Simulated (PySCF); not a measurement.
AlCl⁺: one state, many levels of theory

State: ²Σ⁺ (doublet), unpaired electrons σ ↑. Set-up: Al def2-TZVPPD, Cl def2-TZVPPD; no relativity (PySCF 2.14). De refers to Al⁺ + Cl in their high-spin ground configurations, without counterpoise correction. The functionals are run spin-unrestricted. A positive dipole points towards Cl; it is taken about the centre of mass and depends on that origin.

| Level | Re (Å) | ωe (cm⁻¹) | De (eV) | μ (D) | CPU s a point (SCF and correlation, without the integrals) |
| --- | --- | --- | --- | --- | --- |
| UHF | 2.012 | 634 | 1.43 | -6.01 | 1.2 |
| UHF-MP2 | 2.023 | 621 | 2.16 | n/a | 1.8 |
| UHF-SCS-MP2 | 2.026 | 615 | 1.91 | n/a | n/a |
| UHF-CCSD | 2.026 | 608 | 1.71 | n/a | n/a |
| UHF-CCSD(T) | 2.031 | 602 | 1.84 | n/a | 24 |
| LDA | 2.022 | 589 | 2.62 | -5.31 | 0.53 |
| PBE | 2.043 | 571 | 2.20 | -5.37 | 0.76 |
| PW91 | 2.040 | 573 | 2.23 | -5.39 | 0.55 |
| r²SCAN | 2.023 | 606 | 2.44 | -5.56 | 0.99 |
| B3LYP | 2.037 | 576 | 1.85 | -5.58 | 1.6 |
| PBE0 | 2.024 | 599 | 2.13 | -5.55 | 2 |
| r²SCAN0 | 2.015 | 617 | 2.28 | -5.67 | 1.7 |
| M06-2X | 2.025 | 599 | 1.99 | -5.71 | 1.8 |
| ωB97X | 2.019 | 604 | 1.91 | -5.58 | 2.4 |

Problem. Which functional lies closest to UHF-CCSD(T) in De, which farthest, and by how much do they differ from it?

Solution. Closest is B3LYP (+0.6 pm in Re, -4.3 % in ωe, +0.01 eV in De against UHF-CCSD(T) in the same basis), farthest LDA (-0.9 pm in Re, -2.2 % in ωe, +0.78 eV in De). CCSD(T) converges more slowly with the basis than the functionals do and binds too weakly in this one, so the order can change at the basis-set limit.

Problem. What does a quarter of exact exchange do here, going from r²SCAN to r²SCAN0?

Solution. r²SCAN0 less r²SCAN: -0.8 pm in Re, +1.8 % in ωe, -0.16 eV in De. Exact exchange removes part of the self-interaction that spreads semilocal densities, and in most molecules shortens and stiffens the bond and lowers De; so it does here.

Problem. What does the gradient correction do here, going from LDA to PBE?

Solution. PBE less LDA: +2.1 pm in Re, -3.1 % in ωe, -0.42 eV in De. The gradient correction favours the more uneven density of free atoms, so it tends to lengthen bonds and takes away much of the overbinding of LDA; so it does here.

Correlated steps freeze 10 core orbitals. For an ion De counts to the pair picked by the measured ionisation energies or electron affinities, which need not be the lowest pair at this level. The state is the lowest determinant that a PBE0 search found; another state may lie lower at other levels.

The whole job (state search and all levels along the bond) took about 3.3 min on 2 threads of AMD EPYC 9R45 96-Core (shared host), peak memory 4.1 GiB.
